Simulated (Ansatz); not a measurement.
H₂S + F• → `[SH]`• + H–F at 700 K and 1 bar (hydrogen abstraction from the S–H bond).

Gas-phase electronic energies from Ansatz, PBE0-D4/def2-TZVP geometries. CCSD(T)/CBS is extrapolated from def2-TZVPP and def2-QZVPP, frozen cores. Open shells (•) are unrestricted, without spin–orbit coupling. Spin–orbit coupling would lower the free atoms: a little for F.

```csv
species,CCSD(T)/CBS energy (Eh),H − E (kJ/mol),S (J/(mol·K))
H₂S,-398.97119,64.8,236.9
F•,-99.66806,14.6,178.2
`[SH]`•,-398.31788,36.7,223.0
H–F,-100.39431,45.2,198.5
```

H − E and S are ideal-gas, rigid-rotor, harmonic terms from PBE0-D4/def2-TZVP, with the whole ground term of open shells counted as degenerate. 1 Eh = 2625.50 kJ/mol, R = 8.31446 J/(mol·K).

**Question.** By hand: ΔE, ΔH, ΔS and ΔG.

**Answer.** ΔE = (-398.31788) + (-100.39431) − (-398.97119) − (-99.66806) = -0.07294 Eh = -191.5 kJ/mol. Δ(H − E) = 36.7 + 45.2 − 64.8 − 14.6 = 2.5, so ΔH = -189.0 kJ/mol. ΔS = 223.0 + 198.5 − 236.9 − 178.2 = 6.4 J/(mol·K). ΔG = -189.0 − 700 × (6.4)/1000 = -193.5 kJ/mol.

**Question.** By hand: the equilibrium constant, and the temperature at which ΔG would vanish if ΔH and ΔS stayed fixed.

**Answer.** log₁₀ K = −ΔG/(RT ln 10) = 14.4. ΔH and −TΔS have one sign here, so there is no such temperature.

The number of gas molecules stays the same, so ΔS is small and ΔH decides. A doubt of 5 kJ/mol in ΔE shifts log₁₀ K by 0.4 here. These are equilibria of isolated gas molecules and say nothing of rates. Largest T1 diagnostic: 0.011 (customary marks: 0.02 for closed shells, 0.045 for open ones).
